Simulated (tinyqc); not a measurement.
Worked calculation: Born-Oppenheimer dynamics on the RHF/sto-3g surface (energies and gradients from PySCF), for H2O, spin multiplicity 1. Computed by tinyqc, a small Python program that keeps every step (integrals from PySCF). Settings: charge = 0, multiplicity = 1, basis = sto-3g, time step (fs) = 0.5, steps = 16. Command: `OMP_NUM_THREADS=1 python tinyqc.py 27488 27489 out.jsonl` (the two numbers bound the seeds that draw the settings). One thread of a shared host (Intel(R) Xeon(R) Processor @ 2.60GHz), about 1 s of CPU time with the checks.

## Velocity Verlet step 1

positions (bohr):
```
            x          y          z
1O   0.009449  -0.007559  -0.015118
2H   0.037795   1.470207   1.033680
3H  -0.071810  -1.390838   1.063916
```

velocities (bohr per atomic time unit):
```
               x             y             z
1O   0.000029881  -0.000052544  -0.000008561
2H   0.000337881   0.001118456  -0.000117561
3H  -0.000812119  -0.000284544   0.000253439
```

gradient (hartree/bohr):
```
              x            y            z
1O  -0.00384065  -0.03692640   0.09174766
2H   0.00013210  -0.01764694  -0.03024565
3H   0.00370855   0.05457334  -0.06150200
```

masses (electron masses): 1O 29156.946388, 2H 1837.152588, 3H 1837.152588

gradient after step 1 (hartree/bohr):
```
              x            y            z
1O  -0.00417402  -0.03768738   0.07567156
2H   0.00054561  -0.00377005  -0.02215564
3H   0.00362841   0.04145743  -0.05351592
```

dt = 0.5 fs = 20.6707 atomic units; x' = x + v dt - g dt^2 / (2m); after the new gradient g', v' = v - (g + g') dt / (2m).

positions after step 1 (bohr):
```
            x          y          z
1O   0.010094  -0.008374  -0.015967
2H   0.044763   1.495378   1.034767
3H  -0.089028  -1.403066   1.076306
```

velocities after step 1 (bohr per atomic time unit):
```
               x             y             z
1O   0.000032722  -0.000026095  -0.000067907
2H   0.000334069   0.001238942   0.000177235
3H  -0.000853395  -0.000824788   0.000900499
```

## Velocity Verlet step 2

gradient after step 2 (hartree/bohr):
```
              x            y            z
1O  -0.00353414  -0.02981662   0.05112860
2H   0.00107626   0.01059126  -0.01346859
3H   0.00245788   0.01922536  -0.03766001
```

As before.

positions after step 2 (bohr):
```
            x          y          z
1O   0.010801  -0.008638  -0.017925
2H   0.051605   1.521427   1.041007
3H  -0.107090  -1.424936   1.101144
```

velocities after step 2 (bohr per atomic time unit):
```
               x             y             z
1O   0.000035455  -0.000002167  -0.000112854
2H   0.000324944   0.001200568   0.000377647
3H  -0.000887634  -0.001166174   0.001413432
```

## Energy conservation

The total energy should stay constant up to terms of order dt^2; the step counts as short enough if it moves by less than 2 % of the largest kinetic energy.

Trajectory:

| time (fs) | 1O-2H (angstrom) | potential (hartree) | kinetic (hartree) | total (hartree) |
|---|---|---|---|---|
| 0.000000 | 0.959048 | -74.95910339 | 0.00206019 | -74.95704319 |
| 0.500000 | 0.970938 | -74.96080289 | 0.00367287 | -74.95713002 |
| 1.000000 | 0.984909 | -74.96277896 | 0.00556416 | -74.95721480 |
| 1.500000 | 0.998804 | -74.96370352 | 0.00646642 | -74.95723710 |
| 2.000000 | 1.010732 | -74.96315373 | 0.00595580 | -74.95719793 |
| 2.500000 | 1.019252 | -74.96165807 | 0.00452431 | -74.95713376 |
| 3.000000 | 1.023452 | -74.96017405 | 0.00309436 | -74.95707969 |
| 3.500000 | 1.022978 | -74.95953808 | 0.00248264 | -74.95705544 |
| 4.000000 | 1.018030 | -74.96013331 | 0.00306629 | -74.95706702 |
| 4.500000 | 1.009344 | -74.96177921 | 0.00466855 | -74.95711066 |
| 5.000000 | 0.998144 | -74.96379259 | 0.00661916 | -74.95717343 |
| 5.500000 | 0.986044 | -74.96520755 | 0.00797620 | -74.95723136 |
| 6.000000 | 0.974868 | -74.96516931 | 0.00791834 | -74.95725097 |
| 6.500000 | 0.966391 | -74.96345137 | 0.00624644 | -74.95720493 |
| 7.000000 | 0.962018 | -74.96083347 | 0.00372825 | -74.95710523 |
| 7.500000 | 0.962488 | -74.95885986 | 0.00183837 | -74.95702148 |
| 8.000000 | 0.967707 | -74.95878507 | 0.00175651 | -74.95702855 |

The total energy moves within 2.3e-04 hartree; that is over 2 % of the largest kinetic energy, so the time step is too long.
